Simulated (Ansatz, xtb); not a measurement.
## Relative energy of two isomers of C3H2FNS

Structure X is `Fc1cscn1`, a singlet and structure Y is `Fc1ccsn1`, a singlet. Both are isolated molecules in the gas phase, relaxed with r2SCAN-D4/def2-SVP.

Energies in hartree; the thermal terms are from r2SCAN-D4/def2-SVP harmonic frequencies (ideal gas, rigid rotor, one conformer each, 298.15 K, 1 atm) and include the zero-point energy:

```
                              X           Y
E, CCSD(T)/def2-SVP  −666.737202  −666.731395
    E, MP2/def2-SVP  −666.677547  −666.671826
  E, MP2/def2-TZVPP  −667.362694  −667.362859
  zero-point energy     0.047344     0.047254
       H(298 K) − E     0.052887     0.052776
       G(298 K) − E     0.018851     0.018793
```

Problem. Correct the CCSD(T) difference for the basis set by the MP2 change, then work out ΔE, ΔE₀, ΔH and ΔG for X → Y in kcal/mol (1 Eh = 627.51 kcal/mol) and the equilibrium ratio [Y]/[X].

Solution. 1. Differences Y − X: CCSD(T) +0.005807, MP2 in the small set +0.005721, MP2 in the large set −0.000165 Eh.
2. ΔE = +0.005807 + (−0.000165 − (+0.005721)) = −0.000079 Eh = −0.05 kcal/mol.
3. ΔE₀ = ΔE + ΔZPE = −0.000079 + (−0.000090) Eh = −0.11 kcal/mol.
4. ΔH = ΔE + (−0.000111) Eh = −0.12 kcal/mol.
5. ΔG = ΔE + (−0.000058) Eh = −0.09 kcal/mol, so ΔS = (ΔH − ΔG)/T = −0.5 J/(mol K).
6. kT = 0.9442 mEh, so K = [Y]/[X] = exp(−ΔG/kT) = exp(+0.15) ≈ 1.2.

The two are too close for this level to say which is favoured. An error of 1 kcal/mol in ΔG would change K by a factor of 5.4. The basis-set step is large, which makes the value less sure. Mirror images and further conformers aren't counted.

As drawn, Y has 1 C∷C, 1 N∷S in place of 1 C∷S, 1 C∷N (∷ is an aromatic bond).

Other levels gave ΔE = +0.9 (GFN2-xTB); +3.8 (HF/STO-3G, GFN2-xTB geometries); +3.7 (r2SCAN-D4/def2-SVP//GFN2-xTB); +3.4 (r2SCAN-D4/def2-SVP); +3.5 (HF/def2-SVP); +3.6 (MP2/def2-SVP); +3.6 (CCSD(T)/def2-SVP) kcal/mol. The correlated steps freeze 10 core orbitals. Programs: Ansatz 0.2.0, xtb 6.7.1.
